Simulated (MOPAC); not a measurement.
MOPAC input (AM1):

```
AM1 PRECISE GNORM=0.05 LET XYZ UHF MS=0.5 GEO-OK AUX(PRECISION=9) THREADS=1
C3H5

C     1.22920517 1    0.00086102 1   -0.15673398 1
C    -0.04880007 1    0.40448650 1    0.17084702 1
H     1.41323049 1   -0.97923889 1   -0.57911476 1
H     2.08206806 1    0.64641406 1   -0.00300865 1
H    -0.16881649 1    1.39926000 1    0.59101947 1
C    -1.18599328 1   -0.35902906 1    0.00545096 1
H    -2.16174989 1    0.01404037 1    0.28197140 1
H    -1.13120307 1   -1.35838636 1   -0.40825144 1
```

Output:

```
 *******************************************************************************
 **                                                                           **
 **                              MOPAC v23.2.5                                **
 **                                                                           **
 *******************************************************************************
 ** MOPAC's Digital Object Identifier: https://doi.org/10.5281/zenodo.6511958 **
 **                                                                           **
 ** Please cite the open-source release paper for use of this MOPAC version:  **
 ** J. E. Moussa and J. J. P. Stewart (2026)                                  **
 ** MOPAC: An open-source semiempirical molecular orbital program             **
 ** J. Open Source Softw., 11(119), 8025, https://doi.org/10.21105/joss.08025 **
 *******************************************************************************

                              AM1 CALCULATION RESULTS

 *******************************************************************************
 *  AM1        - The AM1 Hamiltonian to be used
 *  GEO-OK     - OVERRIDE INTERATOMIC DISTANCE AND OTHER SAFETY CHECKS
 *  UHF        - UNRESTRICTED HARTREE-FOCK CALCULATION
 *  MS=        - IN MECI, MAGNETIC COMPONENT OF SPIN =  0.5
 *  LET        - OVERRIDE SOME SAFETY CHECKS
 *  PRECISE    - TIGHTER CRITERIA TO BE USED
 *  XYZ        - CARTESIAN COORDINATE SYSTEM TO BE USED
 *  GNORM      - EXIT WHEN GRADIENT NORM DROPS BELOW 0.050
 *  AUX        - OUTPUT AUXILIARY INFORMATION
 *******************************************************************************
AM1 PRECISE GNORM=0.05 LET XYZ UHF MS=0.5 GEO-OK AUX(PRECISION=9) THREADS=1
 C3H5

   ATOM   CHEMICAL          X               Y               Z
  NUMBER   SYMBOL      (ANGSTROMS)     (ANGSTROMS)     (ANGSTROMS)

     1       C          1.22920517  *   0.00086102  *  -0.15673398  *
     2       C         -0.04880007  *   0.40448650  *   0.17084702  *
     3       H          1.41323049  *  -0.97923889  *  -0.57911476  *
     4       H          2.08206806  *   0.64641406  *  -0.00300865  *
     5       H         -0.16881649  *   1.39926000  *   0.59101947  *
     6       C         -1.18599328  *  -0.35902906  *   0.00545096  *
     7       H         -2.16174989  *   0.01404037  *   0.28197140  *
     8       H         -1.13120307  *  -1.35838636  *  -0.40825144  *

          CARTESIAN COORDINATES

    NO.       ATOM           X           Y           Z

     1         C          1.2292      0.0009     -0.1567
     2         C         -0.0488      0.4045      0.1708
     3         H          1.4132     -0.9792     -0.5791
     4         H          2.0821      0.6464     -0.0030
     5         H         -0.1688      1.3993      0.5910
     6         C         -1.1860     -0.3590      0.0055
     7         H         -2.1617      0.0140      0.2820
     8         H         -1.1312     -1.3584     -0.4083

  H: (AM1): M.J.S. DEWAR ET AL, J. AM. CHEM. SOC. 107 3902-3909 (1985)
  C: (AM1): M.J.S. DEWAR ET AL, J. AM. CHEM. SOC. 107 3902-3909 (1985)

           Empirical Formula: C3 H5  =     8 atoms

      MOLECULAR POINT GROUP   :   C2v

          UHF CALCULATION, NO. OF ALPHA ELECTRONS =    9
                           NO. OF BETA  ELECTRONS =    8

          Geometry optimization using EF

          DIAGONAL MATRIX USED AS START HESSIAN

 CYCLE:     1  GRAD.:    30.747 HEAT:  30.68598
 CYCLE:     2  GRAD.:   216.737 HEAT:  41.18026
 CYCLE:     3  GRAD.:   121.373 HEAT:  37.04442
 CYCLE:     4  GRAD.:   164.988 HEAT:  36.44582
 CYCLE:     5  GRAD.:   271.590 HEAT:  51.75344
 CYCLE:     6  GRAD.:   102.135 HEAT:  32.80778
 CYCLE:     7  GRAD.:   169.215 HEAT:  37.31213
 CYCLE:     8  GRAD.:   123.547 HEAT:  34.57861
 CYCLE:     9  GRAD.:   133.049 HEAT:  34.85905
 CYCLE:    10  GRAD.:    11.514 HEAT:  30.23507
 CYCLE:    11  GRAD.:     3.793 HEAT:  30.17223
 CYCLE:    12  GRAD.:     7.494 HEAT:  30.17605
 CYCLE:    13  GRAD.:    14.047 HEAT:  30.23851
 CYCLE:    14  GRAD.:     1.140 HEAT:  30.16457
 CYCLE:    15  GRAD.:     1.277 HEAT:  30.16413
 CYCLE:    16  GRAD.:     3.050 HEAT:  30.16624
 CYCLE:    17  GRAD.:     0.997 HEAT:  30.16371
 CYCLE:    18  GRAD.:     2.888 HEAT:  30.16700
 CYCLE:    19  GRAD.:     0.135 HEAT:  30.16314
 CYCLE:    20  GRAD.:     0.120 HEAT:  30.16305
 CYCLE:    21  GRAD.:     0.091 HEAT:  30.16292
 CYCLE:    22  GRAD.:     0.039 HEAT:  30.16292

     GRADIENT =  0.03867 IS LESS THAN CUTOFF =  0.05000

 -------------------------------------------------------------------------------
 AM1 PRECISE GNORM=0.05 LET XYZ UHF MS=0.5 GEO-OK AUX(PRECISION=9) THREADS=1
 C3H5

     GEOMETRY OPTIMISED USING EIGENVECTOR FOLLOWING (EF).
     SCF FIELD WAS ACHIEVED

                              AM1 CALCULATION
                                                       MOPAC v23.2.5 Linux

          FINAL HEAT OF FORMATION =         30.16292 KCAL/MOL =     126.20166 KJ/MOL

          COSMO AREA              =         90.05 SQUARE ANGSTROMS
          COSMO VOLUME            =         72.49 CUBIC ANGSTROMS

          GRADIENT NORM           =          0.03867          =       0.01367 PER ATOM
          IONIZATION POTENTIAL    =          9.041271 EV
          ALPHA SOMO LUMO (EV)    =         -9.041  1.643
          BETA  SOMO LUMO (EV)    =        -11.107  0.443
          NO. OF ALPHA ELECTRONS  =          9
          NO. OF BETA  ELECTRONS  =          8
          MOLECULAR WEIGHT        =         41.0725         POINT GROUP:  C2v

          MOLECULAR DIMENSIONS (Angstroms)

            Atom       Atom       Distance
            H     7    H     4     4.32415
            H     8    H     5     2.84947
            H     4    H     8     0.00000

          SCF CALCULATIONS        =         23

   ATOM   CHEMICAL          X               Y               Z
  NUMBER   SYMBOL      (ANGSTROMS)     (ANGSTROMS)     (ANGSTROMS)

     1       C          1.22536568  *  -0.00326685  *  -0.15792321  *
     2       C         -0.04997458  *   0.41428597  *   0.17498513  *
     3       H          1.41618566  *  -0.99296369  *  -0.58507788  *
     4       H          2.09444668  *   0.64383300  *  -0.00564095  *
     5       H         -0.17206409  *   1.42612326  *   0.60236682  *
     6       C         -1.18131640  *  -0.36189728  *   0.00368603  *
     7       H         -2.17307774  *   0.00792400  *   0.28092989  *
     8       H         -1.13079765  *  -1.37250490  *  -0.41404896  *

                             CARTESIAN COORDINATES

   1    C        1.225365681    -0.003266851    -0.157923208
   2    C       -0.049974581     0.414285974     0.174985130
   3    H        1.416185663    -0.992963690    -0.585077883
   4    H        2.094446683     0.643833002    -0.005640949
   5    H       -0.172064089     1.426123259     0.602366825
   6    C       -1.181316398    -0.361897280     0.003686028
   7    H       -2.173077743     0.007924004     0.280929895
   8    H       -1.130797653    -1.372504897    -0.414048956

           Empirical Formula: C3 H5  =     8 atoms

      MOLECULAR POINT GROUP   :   C2v

          ALPHA EIGENVALUES
 -34.96748 -27.57227 -20.50770 -16.22945 -14.73231 -12.93582 -12.16266 -11.99417
  -9.04127   1.64281   3.98186   4.08231   4.40846   4.62821   5.29772   5.62044
   5.69214

           BETA EIGENVALUES
 -34.63387 -26.32065 -20.30913 -16.09124 -14.55907 -12.72292 -12.08294 -11.10721
   0.44335   2.55273   3.99883   4.53453   4.82135   4.99326   5.33344   5.80566
   5.87640

              NET ATOMIC CHARGES AND DIPOLE CONTRIBUTIONS

  ATOM NO.   TYPE          CHARGE      No. of ELECS.   s-Pop       p-Pop
    1          C          -0.218233        4.2182     1.26004     2.95819
    2          C          -0.136580        4.1366     1.21218     2.92440
    3          H           0.112694        0.8873     0.88731
    4          H           0.113828        0.8862     0.88617
    5          H           0.120002        0.8800     0.88000
    6          C          -0.218236        4.2182     1.26005     2.95818
    7          H           0.113829        0.8862     0.88617
    8          H           0.112695        0.8873     0.88730
 DIPOLE           X         Y         Z       TOTAL
 POINT-CHG.    -0.001     0.009     0.004     0.010
 HYBRID        -0.000     0.001     0.000     0.001
 SUM           -0.001     0.010     0.004     0.011

          ATOMIC ORBITAL ELECTRON POPULATIONS

     Atom    s        px        py        pz
    1  C   1.26004   0.95461   1.00659   0.99699
    2  C   1.21218   0.92928   0.99372   1.00141
    3  H   0.88731
    4  H   0.88617
    5  H   0.88000
    6  C   1.26005   0.96728   0.99094   0.99996
    7  H   0.88617
    8  H   0.88730

                    (SZ)    =    0.500000
                    (S**2)  =    0.930186

          ATOMIC ORBITAL SPIN POPULATIONS

    Atom   Total    s     px     py     pz
         Atomic
    1  C  0.8441  0.048  0.057  0.137  0.602
    2  C -0.5365 -0.036 -0.060 -0.091 -0.350
    3  H -0.0445 -0.044
    4  H -0.0456 -0.046
    5  H  0.0285  0.028
    6  C  0.8441  0.048  0.057  0.138  0.602
    7  H -0.0456 -0.046
    8  H -0.0445 -0.044

 **********************
 *                    *
 * JOB ENDED NORMALLY *
 *                    *
 **********************

 == MOPAC DONE ==
```

The determinant is spin-contaminated: <S^2> is 0.93 against 0.75 for a pure state.
